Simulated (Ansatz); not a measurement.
System: NO$_{2}$ (charge -1, singlet). 
Structure (B3LYP-D3(BJ)/def2-TZVP (Ansatz, a program for electronic structure) minimum search):
```
N
O 1 1.2577
O 1 1.2577 2 116.36
```
Charge -1, spin multiplicity 1.

Basis-set convergence of Hartree-Fock and MP2 correlation energies (hartree) with Ansatz. Cores are frozen in the correlated levels unless marked. No spin-orbit coupling. No relativistic terms.

| basis | functions | E(HF) | E(corr, MP2) |
|---|---|---|---|
| aug-cc-pVDZ | 69 | -204.12094 | -0.58806 |
| aug-cc-pVTZ | 138 | -204.16502 | -0.70924 |
| aug-cc-pVQZ | 240 | -204.17810 | -0.75352 |

Extrapolating the two largest sets (X = 3 and 4) as X^-3: E(corr) = (64·(-0.75352) - 27·(-0.70924))/37 = -0.7858 Eh, an estimate of the basis-set limit. The largest set recovers 95.9 % of it, the smallest 74.8 %.
